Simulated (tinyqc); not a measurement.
Inside a calculation (part 1 of 2). Method: UHF in the sto-3g basis, for CH2, spin multiplicity 1. Computed by tinyqc, a small Python program that keeps every step (integrals from PySCF). Settings: charge = 0, multiplicity = 1, basis = sto-3g, energy threshold = 1e-09, iteration cap = 53, orthogonalisation = symmetric, start = Wolfsberg-Helmholz matrix, DIIS depth = 8, DIIS from iteration = 3, method = UHF, break = 0.4. Command: `OMP_NUM_THREADS=1 python tinyqc.py 27700 27701 out.jsonl` (the two numbers bound the seeds that draw the settings). One thread of a shared host (Intel(R) Xeon(R) Processor @ 2.60GHz), about 0.1 s of CPU time with the checks. Later iterations appear only in the table of the cycle.

## One-electron integrals

Geometry (angstrom):
```
atom       x        y       z
C     0.0000   0.0000  0.0000
H     0.0000   0.9430  0.6430
H     0.0000  -0.9480  0.6460
```

Basis sto-3g: exponents (1/bohr^2) and contraction coefficients of normalised primitives:
```
element  l (shell)  exponent  coefficient
C            s (1)   71.6168       0.1543
C            s (1)   13.0451       0.5353
C            s (1)    3.5305       0.4446
C            s (2)    2.9412      -0.1000
C            s (2)    0.6835       0.3995
C            s (2)    0.2223       0.7001
C            p (3)    2.9412       0.1559
C            p (3)    0.6835       0.6077
C            p (3)    0.2223       0.3920
H            s (1)    3.4253       0.1543
H            s (1)    0.6239       0.5353
H            s (1)    0.1689       0.4446
```

Overlap, kinetic and nuclear-attraction integrals over the contracted functions; the nuclear repulsion is the sum of Za Zb / Rab.

nuclear repulsion = 5.829383 hartree

overlap S, order 1C 1s, 1C 2s, 1C 2px, 1C 2py, 1C 2pz, 2H 1s, 3H 1s:
$$\begin{pmatrix}
1.0000 & 0.2484 & 0.0000 & 0.0000 & 0.0000 & 0.0552 & 0.0545 \\
0.2484 & 1.0000 & 0.0000 & 0.0000 & 0.0000 & 0.4616 & 0.4584 \\
0.0000 & 0.0000 & 1.0000 & 0.0000 & 0.0000 & 0.0000 & 0.0000 \\
0.0000 & 0.0000 & 0.0000 & 1.0000 & 0.0000 & 0.3711 & -0.3694 \\
0.0000 & 0.0000 & 0.0000 & 0.0000 & 1.0000 & 0.2530 & 0.2517 \\
0.0552 & 0.4616 & 0.0000 & 0.3711 & 0.2530 & 1.0000 & 0.1422 \\
0.0545 & 0.4584 & 0.0000 & -0.3694 & 0.2517 & 0.1422 & 1.0000
\end{pmatrix}$$

kinetic energy T (hartree), order 1C 1s, 1C 2s, 1C 2px, 1C 2py, 1C 2pz, 2H 1s, 3H 1s:
$$\begin{pmatrix}
15.8911 & -0.0859 & 0.0000 & 0.0000 & 0.0000 & -0.0118 & -0.0119 \\
-0.0859 & 0.4722 & 0.0000 & 0.0000 & 0.0000 & 0.0909 & 0.0892 \\
0.0000 & 0.0000 & 1.4777 & 0.0000 & 0.0000 & 0.0000 & 0.0000 \\
0.0000 & 0.0000 & 0.0000 & 1.4777 & 0.0000 & 0.1905 & -0.1878 \\
0.0000 & 0.0000 & 0.0000 & 0.0000 & 1.4777 & 0.1299 & 0.1280 \\
-0.0118 & 0.0909 & 0.0000 & 0.1905 & 0.1299 & 0.7600 & -0.0084 \\
-0.0119 & 0.0892 & 0.0000 & -0.1878 & 0.1280 & -0.0084 & 0.7600
\end{pmatrix}$$

nuclear attraction V (hartree), order 1C 1s, 1C 2s, 1C 2px, 1C 2py, 1C 2pz, 2H 1s, 3H 1s:
$$\begin{pmatrix}
-34.5777 & -4.4219 & 0.0000 & -0.0001 & -0.0173 & -1.0010 & -0.9873 \\
-4.4219 & -6.0944 & 0.0000 & -0.0010 & -0.1814 & -2.3789 & -2.3577 \\
0.0000 & 0.0000 & -5.9753 & 0.0000 & 0.0000 & 0.0000 & 0.0000 \\
-0.0001 & -0.0010 & 0.0000 & -6.1333 & -0.0006 & -1.7649 & 1.7525 \\
-0.0173 & -0.1814 & 0.0000 & -0.0006 & -6.0487 & -1.2473 & -1.2380 \\
-1.0010 & -2.3789 & 0.0000 & -1.7649 & -1.2473 & -4.2391 & -0.6600 \\
-0.9873 & -2.3577 & 0.0000 & 1.7525 & -1.2380 & -0.6600 & -4.2264
\end{pmatrix}$$

core Hamiltonian H = T + V (hartree), order 1C 1s, 1C 2s, 1C 2px, 1C 2py, 1C 2pz, 2H 1s, 3H 1s:
$$\begin{pmatrix}
-18.6865 & -4.5078 & 0.0000 & -0.0001 & -0.0173 & -1.0128 & -0.9992 \\
-4.5078 & -5.6221 & 0.0000 & -0.0010 & -0.1814 & -2.2881 & -2.2685 \\
0.0000 & 0.0000 & -4.4976 & 0.0000 & 0.0000 & 0.0000 & 0.0000 \\
-0.0001 & -0.0010 & 0.0000 & -4.6556 & -0.0006 & -1.5744 & 1.5648 \\
-0.0173 & -0.1814 & 0.0000 & -0.0006 & -4.5710 & -1.1174 & -1.1100 \\
-1.0128 & -2.2881 & 0.0000 & -1.5744 & -1.1174 & -3.4791 & -0.6684 \\
-0.9992 & -2.2685 & 0.0000 & 1.5648 & -1.1100 & -0.6684 & -3.4663
\end{pmatrix}$$

## Two-electron integrals

Functions are numbered as in S; the eight-fold symmetry (ij|kl) = (ji|kl) = (kl|ij) leaves the list below.

Two-electron integrals (ij|kl) in chemists' order, unique and non-zero (hartree):
```
(11|11) 3.5419      (21|11) 0.5769      (21|21) 0.1119      (22|11) 0.8547
(22|21) 0.2053      (22|22) 0.6247      (31|31) 0.0203      (32|31) 0.0309
(32|32) 0.1380      (33|11) 0.8524      (33|21) 0.2053      (33|22) 0.6246
(33|33) 0.6728      (41|41) 0.0203      (42|41) 0.0309      (42|42) 0.1380
(43|43) 0.0363      (44|11) 0.8524      (44|21) 0.2053      (44|22) 0.6246
(44|33) 0.6003      (44|44) 0.6728      (51|51) 0.0203      (52|51) 0.0309
(52|52) 0.1380      (53|53) 0.0363      (54|54) 0.0363      (55|11) 0.8524
(55|21) 0.2053      (55|22) 0.6246      (55|33) 0.6003      (55|44) 0.6003
(55|55) 0.6728      (61|11) 0.1292      (61|21) 0.0249      (61|22) 0.0456
(61|33) 0.0454      (61|41) 0.0013      (61|42) 0.0023      (61|44) 0.0458
(61|51) 0.0009      (61|52) 0.0016      (61|54) 2.26e-04    (61|55) 0.0456
(61|61) 0.0057      (62|11) 0.3068      (62|21) 0.0747      (62|22) 0.2496
(62|33) 0.2437      (62|41) 0.0059      (62|42) 0.0403      (62|44) 0.2557
(62|51) 0.0040      (62|52) 0.0275      (62|54) 0.0082      (62|55) 0.2493
(62|61) 0.0173      (62|62) 0.1303      (63|31) 0.0076      (63|32) 0.0401
(63|43) 0.0079      (63|53) 0.0054      (63|63) 0.0161      (64|11) 0.2150
(64|21) 0.0530      (64|22) 0.1879      (64|33) 0.1784      (64|41) 0.0113
(64|42) 0.0683      (64|44) 0.2027      (64|51) 0.0025      (64|52) 0.0192
(64|54) 0.0112      (64|55) 0.1824      (64|61) 0.0129      (64|62) 0.1165
(64|64) 0.1184      (65|11) 0.1466      (65|21) 0.0361      (65|22) 0.1281
(65|33) 0.1217      (65|41) 0.0025      (65|42) 0.0192      (65|44) 0.1274
(65|51) 0.0093      (65|52) 0.0532      (65|54) 0.0119      (65|55) 0.1351
(65|61) 0.0088      (65|62) 0.0794      (65|64) 0.0697      (65|65) 0.0637
(66|11) 0.4549      (66|21) 0.1126      (66|22) 0.4276      (66|33) 0.4048
(66|41) 0.0112      (66|42) 0.1032      (66|44) 0.4511      (66|51) 0.0077
(66|52) 0.0704      (66|54) 0.0315      (66|55) 0.4263      (66|61) 0.0265
(66|62) 0.2808      (66|64) 0.2775      (66|65) 0.1892      (66|66) 0.7746
(71|11) 0.1274      (71|21) 0.0246      (71|22) 0.0450      (71|33) 0.0448
(71|41) -0.0012     (71|42) -0.0023     (71|44) 0.0452      (71|51) 0.0008
(71|52) 0.0016      (71|54) -2.23e-04   (71|55) 0.0450      (71|61) 0.0054
(71|62) 0.0161      (71|64) 0.0109      (71|65) 0.0082      (71|66) 0.0242
(71|71) 0.0055      (72|11) 0.3040      (72|21) 0.0740      (72|22) 0.2475
(72|33) 0.2416      (72|41) -0.0058     (72|42) -0.0400     (72|44) 0.2536
(72|51) 0.0040      (72|52) 0.0273      (72|54) -0.0082     (72|55) 0.2472
(72|61) 0.0162      (72|62) 0.0942      (72|64) 0.0602      (72|65) 0.0559
(72|66) 0.1599      (72|71) 0.0169      (72|72) 0.1283      (73|31) 0.0075
(73|32) 0.0397      (73|43) -0.0078     (73|53) 0.0053      (73|63) 0.0109
(73|73) 0.0158      (74|11) -0.2135     (74|21) -0.0526     (74|22) -0.1867
(74|33) -0.1773     (74|41) 0.0112      (74|42) 0.0678      (74|44) -0.2014
(74|51) -0.0025     (74|52) -0.0191     (74|54) 0.0111      (74|55) -0.1812
(74|61) -0.0110     (74|62) -0.0604     (74|64) -0.0288     (74|65) -0.0352
(74|66) -0.0943     (74|71) -0.0126     (74|72) -0.1150     (74|74) 0.1170
(75|11) 0.1455      (75|21) 0.0359      (75|22) 0.1272      (75|33) 0.1208
(75|41) -0.0025     (75|42) -0.0191     (75|44) 0.1266      (75|51) 0.0092
(75|52) 0.0527      (75|54) -0.0118     (75|55) 0.1342      (75|61) 0.0082
(75|62) 0.0560      (75|64) 0.0351      (75|65) 0.0435      (75|66) 0.1010
(75|71) 0.0086      (75|72) 0.0783      (75|74) -0.0689     (75|75) 0.0628
(76|11) 0.0826      (76|21) 0.0202      (76|22) 0.0704      (76|33) 0.0684
(76|41) -2.70e-06   (76|42) -2.97e-05   (76|44) 0.0704      (76|51) 0.0018
(76|52) 0.0131      (76|54) -8.23e-06   (76|55) 0.0724      (76|61) 0.0046
(76|62) 0.0336      (76|64) 0.0260      (76|65) 0.0225      (76|66) 0.0685
(76|71) 0.0045      (76|72) 0.0333      (76|74) -0.0259     (76|75) 0.0223
(76|76) 0.0106      (77|11) 0.4528      (77|21) 0.1121      (77|22) 0.4261
(77|33) 0.4034      (77|41) -0.0112     (77|42) -0.1028     (77|44) 0.4495
(77|51) 0.0076      (77|52) 0.0700      (77|54) -0.0314     (77|55) 0.4248
(77|61) 0.0244      (77|62) 0.1607      (77|64) 0.0945      (77|65) 0.1014
(77|66) 0.2784      (77|71) 0.0261      (77|72) 0.2784      (77|74) -0.2756
(77|75) 0.1878      (77|76) 0.0685      (77|77) 0.7746
```

## Orthogonalisation

S = U s U^T; symmetric (Loewdin) form X = U s^(-1/2) U^T, so that X^T S X = 1.

eigenvalues of S: [0.3073, 0.4006, 0.8690, 1.0000, 1.1000, 1.4573, 1.8659]

X, order 1C 1s, 1C 2s, 1C 2px, 1C 2py, 1C 2pz, 2H 1s, 3H 1s:
$$\begin{pmatrix}
1.0270 & -0.1527 & 0.0000 & -0.0001 & -0.0125 & 0.0258 & 0.0257 \\
-0.1527 & 1.2635 & 0.0000 & 0.0017 & 0.1283 & -0.3216 & -0.3177 \\
0.0000 & 0.0000 & 1.0000 & 0.0000 & 0.0000 & 0.0000 & 0.0000 \\
-0.0001 & 0.0017 & 0.0000 & 1.1537 & 0.0008 & -0.2646 & 0.2621 \\
-0.0125 & 0.1283 & 0.0000 & 0.0008 & 1.0688 & -0.1729 & -0.1711 \\
0.0258 & -0.3216 & 0.0000 & -0.2646 & -0.1729 & 1.2309 & -0.0259 \\
0.0257 & -0.3177 & 0.0000 & 0.2621 & -0.1711 & -0.0259 & 1.2269
\end{pmatrix}$$

## Starting guess

The start is the generalised Wolfsberg-Helmholz matrix (K = 1.75) built on H, with HOMO and LUMO mixed by +/-0.4 rad for the two spins; D(s) = C_occ C_occ^T for each spin.

D(alpha) at the start, order 1C 1s, 1C 2s, 1C 2px, 1C 2py, 1C 2pz, 2H 1s, 3H 1s:
$$\begin{pmatrix}
1.0284 & -0.1060 & 0.0477 & 0.0003 & 0.0528 & -0.0829 & -0.0824 \\
-0.1060 & 0.4896 & -0.1591 & -0.0014 & -0.1847 & 0.1846 & 0.1840 \\
0.0477 & -0.1591 & 0.1516 & 0.0001 & 0.3241 & -0.0082 & -0.0082 \\
0.0003 & -0.0014 & 0.0001 & 0.5499 & -0.0006 & 0.2102 & -0.2109 \\
0.0528 & -0.1847 & 0.3241 & -0.0006 & 0.7680 & 0.0683 & 0.0680 \\
-0.0829 & 0.1846 & -0.0082 & 0.2102 & 0.0683 & 0.1799 & 0.0179 \\
-0.0824 & 0.1840 & -0.0082 & -0.2109 & 0.0680 & 0.0179 & 0.1785
\end{pmatrix}$$

D(beta) at the start, order 1C 1s, 1C 2s, 1C 2px, 1C 2py, 1C 2pz, 2H 1s, 3H 1s:
$$\begin{pmatrix}
1.0284 & -0.1060 & -0.0477 & 0.0003 & 0.0528 & -0.0829 & -0.0824 \\
-0.1060 & 0.4896 & 0.1591 & -0.0014 & -0.1847 & 0.1846 & 0.1840 \\
-0.0477 & 0.1591 & 0.1516 & -0.0001 & -0.3241 & 0.0082 & 0.0082 \\
0.0003 & -0.0014 & -0.0001 & 0.5499 & -0.0006 & 0.2102 & -0.2109 \\
0.0528 & -0.1847 & -0.3241 & -0.0006 & 0.7680 & 0.0683 & 0.0680 \\
-0.0829 & 0.1846 & 0.0082 & 0.2102 & 0.0683 & 0.1799 & 0.0179 \\
-0.0824 & 0.1840 & 0.0082 & -0.2109 & 0.0680 & 0.0179 & 0.1785
\end{pmatrix}$$

## Iteration 1: building the Fock matrix

J_ij = sum D_kl (ij|kl) with D = D(alpha) + D(beta), K_ij = sum D_kl (ik|jl) for each spin; F = H + J - K(s); E = tr D H + tr D J / 2 - 0.5 sum_s tr D(s) K(s) + E_nn.

Coulomb J (hartree), order 1C 1s, 1C 2s, 1C 2px, 1C 2py, 1C 2pz, 2H 1s, 3H 1s:
$$\begin{pmatrix}
11.5200 & 2.2275 & 0.0000 & 0.0000 & 0.0016 & 0.4973 & 0.4905 \\
2.2275 & 5.1510 & 0.0000 & 0.0003 & 0.0563 & 2.0633 & 2.0456 \\
0.0000 & 0.0000 & 5.0524 & 0.0000 & 0.0000 & 0.0000 & 0.0000 \\
0.0000 & 0.0003 & 0.0000 & 5.2048 & 0.0002 & 1.5572 & -1.5471 \\
0.0016 & 0.0563 & 0.0000 & 0.0002 & 5.1795 & 1.0764 & 1.0688 \\
0.4973 & 2.0633 & 0.0000 & 1.5572 & 1.0764 & 3.6127 & 0.5824 \\
0.4905 & 2.0456 & 0.0000 & -1.5471 & 1.0688 & 0.5824 & 3.6000
\end{pmatrix}$$

exchange K(alpha) (hartree), order 1C 1s, 1C 2s, 1C 2px, 1C 2py, 1C 2pz, 2H 1s, 3H 1s:
$$\begin{pmatrix}
3.5841 & 0.6372 & 0.0032 & 0.0000 & 0.0040 & 0.1450 & 0.1431 \\
0.6372 & 0.8299 & -0.1147 & 0.0001 & 0.0051 & 0.4204 & 0.4174 \\
0.0032 & -0.1147 & 0.2729 & 0.0001 & 0.2042 & -0.0055 & -0.0055 \\
0.0000 & 0.0001 & 0.0001 & 0.7461 & 0.0001 & 0.3243 & -0.3230 \\
0.0040 & 0.0051 & 0.2042 & 0.0001 & 0.7310 & 0.2050 & 0.2038 \\
0.1450 & 0.4204 & -0.0055 & 0.3243 & 0.2050 & 0.5427 & 0.1321 \\
0.1431 & 0.4174 & -0.0055 & -0.3230 & 0.2038 & 0.1321 & 0.5386
\end{pmatrix}$$

exchange K(beta) (hartree), order 1C 1s, 1C 2s, 1C 2px, 1C 2py, 1C 2pz, 2H 1s, 3H 1s:
$$\begin{pmatrix}
3.5841 & 0.6372 & -0.0032 & 0.0000 & 0.0040 & 0.1450 & 0.1431 \\
0.6372 & 0.8299 & 0.1147 & 0.0001 & 0.0051 & 0.4204 & 0.4174 \\
-0.0032 & 0.1147 & 0.2729 & -0.0001 & -0.2042 & 0.0055 & 0.0055 \\
0.0000 & 0.0001 & -0.0001 & 0.7461 & 0.0001 & 0.3243 & -0.3230 \\
0.0040 & 0.0051 & -0.2042 & 0.0001 & 0.7310 & 0.2050 & 0.2038 \\
0.1450 & 0.4204 & 0.0055 & 0.3243 & 0.2050 & 0.5427 & 0.1321 \\
0.1431 & 0.4174 & 0.0055 & -0.3230 & 0.2038 & 0.1321 & 0.5386
\end{pmatrix}$$

F(alpha) (hartree), order 1C 1s, 1C 2s, 1C 2px, 1C 2py, 1C 2pz, 2H 1s, 3H 1s:
$$\begin{pmatrix}
-10.7507 & -2.9175 & -0.0032 & -0.0001 & -0.0197 & -0.6606 & -0.6517 \\
-2.9175 & -1.3010 & 0.1147 & -0.0008 & -0.1301 & -0.6451 & -0.6403 \\
-0.0032 & 0.1147 & 0.2819 & -0.0001 & -0.2042 & 0.0055 & 0.0055 \\
-0.0001 & -0.0008 & -0.0001 & -0.1969 & -0.0005 & -0.3416 & 0.3407 \\
-0.0197 & -0.1301 & -0.2042 & -0.0005 & -0.1224 & -0.2460 & -0.2450 \\
-0.6606 & -0.6451 & 0.0055 & -0.3416 & -0.2460 & -0.4091 & -0.2181 \\
-0.6517 & -0.6403 & 0.0055 & 0.3407 & -0.2450 & -0.2181 & -0.4049
\end{pmatrix}$$

F(beta) (hartree), order 1C 1s, 1C 2s, 1C 2px, 1C 2py, 1C 2pz, 2H 1s, 3H 1s:
$$\begin{pmatrix}
-10.7507 & -2.9175 & 0.0032 & -0.0001 & -0.0197 & -0.6606 & -0.6517 \\
-2.9175 & -1.3010 & -0.1147 & -0.0008 & -0.1301 & -0.6451 & -0.6403 \\
0.0032 & -0.1147 & 0.2819 & 0.0001 & 0.2042 & -0.0055 & -0.0055 \\
-0.0001 & -0.0008 & 0.0001 & -0.1969 & -0.0005 & -0.3416 & 0.3407 \\
-0.0197 & -0.1301 & 0.2042 & -0.0005 & -0.1224 & -0.2460 & -0.2450 \\
-0.6606 & -0.6451 & -0.0055 & -0.3416 & -0.2460 & -0.4091 & -0.2181 \\
-0.6517 & -0.6403 & -0.0055 & 0.3407 & -0.2450 & -0.2181 & -0.4049
\end{pmatrix}$$

total energy of this density = -38.235791 hartree

## Iteration 1: diagonalisation and new density

Diagonalise F' = X^T F X, C = X C', fill 4 alpha and 4 beta electrons from the bottom; D(s) = C_occ C_occ^T. Each column has its largest component positive (the first on a tie).

F' = X^T F X (alpha) (hartree):
$$\begin{pmatrix}
-10.5135 & -1.5768 & -0.0179 & -0.0001 & -0.0395 & -0.0768 & -0.0741 \\
-1.5768 & -0.4227 & 0.1157 & 0.0014 & 0.0827 & -0.4374 & -0.4331 \\
-0.0179 & 0.1157 & 0.2819 & -0.0001 & -0.2054 & 0.0050 & 0.0050 \\
-0.0001 & 0.0014 & -0.0001 & 0.1263 & 0.0007 & -0.4200 & 0.4178 \\
-0.0395 & 0.0827 & -0.2054 & 0.0007 & 0.0059 & -0.2513 & -0.2493 \\
-0.0768 & -0.4374 & 0.0050 & -0.4200 & -0.2513 & 0.0573 & -0.0700 \\
-0.0741 & -0.4331 & 0.0050 & 0.4178 & -0.2493 & -0.0700 & 0.0551
\end{pmatrix}$$

orbital energies (alpha) (hartree): MO1 -10.7579, MO2 -0.7373, MO3 -0.4661, MO4 -0.2228, MO5 0.3854, MO6 0.6703, MO7 0.7190

coefficients C (alpha), order 1C 1s, 1C 2s, 1C 2px, 1C 2py, 1C 2pz, 2H 1s, 3H 1s:
$$\begin{pmatrix}
0.9923 & -0.2050 & 0.0005 & 0.1157 & -0.0833 & -0.1794 & -0.0135 \\
0.0330 & 0.6075 & -0.0026 & -0.4943 & 0.3764 & 1.0382 & 0.0809 \\
0.0001 & -0.0383 & 0.0004 & 0.4156 & 0.9025 & -0.1065 & -0.0065 \\
0.0000 & 0.0012 & 0.5524 & -0.0002 & -0.0014 & -0.0770 & 1.0764 \\
0.0059 & 0.1702 & -0.0002 & 0.7552 & -0.2525 & 0.7429 & 0.0556 \\
-0.0078 & 0.3171 & 0.4400 & 0.1397 & -0.1500 & -0.7854 & -0.8756 \\
-0.0078 & 0.3141 & -0.4425 & 0.1401 & -0.1517 & -0.8996 & 0.7476
\end{pmatrix}$$

F' = X^T F X (beta) (hartree):
$$\begin{pmatrix}
-10.5135 & -1.5768 & 0.0179 & -0.0001 & -0.0395 & -0.0768 & -0.0741 \\
-1.5768 & -0.4227 & -0.1157 & 0.0014 & 0.0827 & -0.4374 & -0.4331 \\
0.0179 & -0.1157 & 0.2819 & 0.0001 & 0.2054 & -0.0050 & -0.0050 \\
-0.0001 & 0.0014 & 0.0001 & 0.1263 & 0.0007 & -0.4200 & 0.4178 \\
-0.0395 & 0.0827 & 0.2054 & 0.0007 & 0.0059 & -0.2513 & -0.2493 \\
-0.0768 & -0.4374 & -0.0050 & -0.4200 & -0.2513 & 0.0573 & -0.0700 \\
-0.0741 & -0.4331 & -0.0050 & 0.4178 & -0.2493 & -0.0700 & 0.0551
\end{pmatrix}$$

orbital energies (beta) (hartree): MO1 -10.7579, MO2 -0.7373, MO3 -0.4661, MO4 -0.2228, MO5 0.3854, MO6 0.6703, MO7 0.7190

coefficients C (beta), order 1C 1s, 1C 2s, 1C 2px, 1C 2py, 1C 2pz, 2H 1s, 3H 1s:
$$\begin{pmatrix}
0.9923 & -0.2050 & 0.0005 & 0.1157 & 0.0833 & -0.1794 & -0.0135 \\
0.0330 & 0.6075 & -0.0026 & -0.4943 & -0.3764 & 1.0382 & 0.0809 \\
-0.0001 & 0.0383 & -0.0004 & -0.4156 & 0.9025 & 0.1065 & 0.0065 \\
0.0000 & 0.0012 & 0.5524 & -0.0002 & 0.0014 & -0.0770 & 1.0764 \\
0.0059 & 0.1702 & -0.0002 & 0.7552 & 0.2525 & 0.7429 & 0.0556 \\
-0.0078 & 0.3171 & 0.4400 & 0.1397 & 0.1500 & -0.7854 & -0.8756 \\
-0.0078 & 0.3141 & -0.4425 & 0.1401 & 0.1517 & -0.8996 & 0.7476
\end{pmatrix}$$

D(alpha) after iteration 1, order 1C 1s, 1C 2s, 1C 2px, 1C 2py, 1C 2pz, 2H 1s, 3H 1s:
$$\begin{pmatrix}
1.0401 & -0.1490 & 0.0560 & 0.0000 & 0.0583 & -0.0564 & -0.0561 \\
-0.1490 & 0.6144 & -0.2287 & -0.0006 & -0.2697 & 0.1222 & 0.1225 \\
0.0560 & -0.2287 & 0.1742 & 0.0001 & 0.3073 & 0.0461 & 0.0460 \\
0.0000 & -0.0006 & 0.0001 & 0.3051 & -0.0001 & 0.2434 & -0.2441 \\
0.0583 & -0.2697 & 0.3073 & -0.0001 & 0.5993 & 0.1593 & 0.1594 \\
-0.0564 & 0.1222 & 0.0461 & 0.2434 & 0.1593 & 0.3137 & -0.0754 \\
-0.0561 & 0.1225 & 0.0460 & -0.2441 & 0.1594 & -0.0754 & 0.3142
\end{pmatrix}$$

D(beta) after iteration 1, order 1C 1s, 1C 2s, 1C 2px, 1C 2py, 1C 2pz, 2H 1s, 3H 1s:
$$\begin{pmatrix}
1.0401 & -0.1490 & -0.0560 & 0.0000 & 0.0583 & -0.0564 & -0.0561 \\
-0.1490 & 0.6144 & 0.2287 & -0.0006 & -0.2697 & 0.1222 & 0.1225 \\
-0.0560 & 0.2287 & 0.1742 & -0.0001 & -0.3073 & -0.0461 & -0.0460 \\
0.0000 & -0.0006 & -0.0001 & 0.3051 & -0.0001 & 0.2434 & -0.2441 \\
0.0583 & -0.2697 & -0.3073 & -0.0001 & 0.5993 & 0.1593 & 0.1594 \\
-0.0564 & 0.1222 & -0.0461 & 0.2434 & 0.1593 & 0.3137 & -0.0754 \\
-0.0561 & 0.1225 & -0.0460 & -0.2441 & 0.1594 & -0.0754 & 0.3142
\end{pmatrix}$$

## Iteration 2: building the Fock matrix

As before.

Coulomb J (hartree), order 1C 1s, 1C 2s, 1C 2px, 1C 2py, 1C 2pz, 2H 1s, 3H 1s:
$$\begin{pmatrix}
11.3034 & 2.1741 & 0.0000 & 0.0001 & 0.0007 & 0.4854 & 0.4788 \\
2.1741 & 5.0361 & 0.0000 & 0.0004 & 0.0735 & 2.0394 & 2.0223 \\
0.0000 & 0.0000 & 4.9439 & 0.0000 & 0.0000 & 0.0000 & 0.0000 \\
0.0001 & 0.0004 & 0.0000 & 5.0864 & 0.0002 & 1.5475 & -1.5379 \\
0.0007 & 0.0735 & 0.0000 & 0.0002 & 5.0615 & 1.0762 & 1.0689 \\
0.4854 & 2.0394 & 0.0000 & 1.5475 & 1.0762 & 3.6492 & 0.5788 \\
0.4788 & 2.0223 & 0.0000 & -1.5379 & 1.0689 & 0.5788 & 3.6388
\end{pmatrix}$$

exchange K(alpha) (hartree), order 1C 1s, 1C 2s, 1C 2px, 1C 2py, 1C 2pz, 2H 1s, 3H 1s:
$$\begin{pmatrix}
3.5905 & 0.6216 & -0.0003 & 0.0000 & 0.0028 & 0.1433 & 0.1414 \\
0.6216 & 0.8163 & -0.1351 & 0.0005 & -0.0080 & 0.4177 & 0.4149 \\
-0.0003 & -0.1351 & 0.2840 & 0.0001 & 0.2073 & 0.0002 & 0.0003 \\
0.0000 & 0.0005 & 0.0001 & 0.6431 & 0.0005 & 0.3295 & -0.3283 \\
0.0028 & -0.0080 & 0.2073 & 0.0005 & 0.6717 & 0.2188 & 0.2178 \\
0.1433 & 0.4177 & 0.0002 & 0.3295 & 0.2188 & 0.6150 & 0.1201 \\
0.1414 & 0.4149 & 0.0003 & -0.3283 & 0.2178 & 0.1201 & 0.6126
\end{pmatrix}$$

exchange K(beta) (hartree), order 1C 1s, 1C 2s, 1C 2px, 1C 2py, 1C 2pz, 2H 1s, 3H 1s:
$$\begin{pmatrix}
3.5905 & 0.6216 & 0.0003 & 0.0000 & 0.0028 & 0.1433 & 0.1414 \\
0.6216 & 0.8163 & 0.1351 & 0.0005 & -0.0080 & 0.4177 & 0.4149 \\
0.0003 & 0.1351 & 0.2840 & -0.0001 & -0.2073 & -0.0002 & -0.0003 \\
0.0000 & 0.0005 & -0.0001 & 0.6431 & 0.0005 & 0.3295 & -0.3283 \\
0.0028 & -0.0080 & -0.2073 & 0.0005 & 0.6717 & 0.2188 & 0.2178 \\
0.1433 & 0.4177 & -0.0002 & 0.3295 & 0.2188 & 0.6150 & 0.1201 \\
0.1414 & 0.4149 & -0.0003 & -0.3283 & 0.2178 & 0.1201 & 0.6126
\end{pmatrix}$$

F(alpha) (hartree), order 1C 1s, 1C 2s, 1C 2px, 1C 2py, 1C 2pz, 2H 1s, 3H 1s:
$$\begin{pmatrix}
-10.9736 & -2.9554 & 0.0003 & -0.0001 & -0.0194 & -0.6707 & -0.6618 \\
-2.9554 & -1.4023 & 0.1351 & -0.0012 & -0.0998 & -0.6664 & -0.6611 \\
0.0003 & 0.1351 & 0.1623 & -0.0001 & -0.2073 & -0.0002 & -0.0003 \\
-0.0001 & -0.0012 & -0.0001 & -0.2123 & -0.0009 & -0.3563 & 0.3551 \\
-0.0194 & -0.0998 & -0.2073 & -0.0009 & -0.1812 & -0.2600 & -0.2589 \\
-0.6707 & -0.6664 & -0.0002 & -0.3563 & -0.2600 & -0.4449 & -0.2097 \\
-0.6618 & -0.6611 & -0.0003 & 0.3551 & -0.2589 & -0.2097 & -0.4401
\end{pmatrix}$$

F(beta) (hartree), order 1C 1s, 1C 2s, 1C 2px, 1C 2py, 1C 2pz, 2H 1s, 3H 1s:
$$\begin{pmatrix}
-10.9736 & -2.9554 & -0.0003 & -0.0001 & -0.0194 & -0.6707 & -0.6618 \\
-2.9554 & -1.4023 & -0.1351 & -0.0012 & -0.0998 & -0.6664 & -0.6611 \\
-0.0003 & -0.1351 & 0.1623 & 0.0001 & 0.2073 & 0.0002 & 0.0003 \\
-0.0001 & -0.0012 & 0.0001 & -0.2123 & -0.0009 & -0.3563 & 0.3551 \\
-0.0194 & -0.0998 & 0.2073 & -0.0009 & -0.1812 & -0.2600 & -0.2589 \\
-0.6707 & -0.6664 & 0.0002 & -0.3563 & -0.2600 & -0.4449 & -0.2097 \\
-0.6618 & -0.6611 & 0.0003 & 0.3551 & -0.2589 & -0.2097 & -0.4401
\end{pmatrix}$$

total energy of this density = -38.383784 hartree
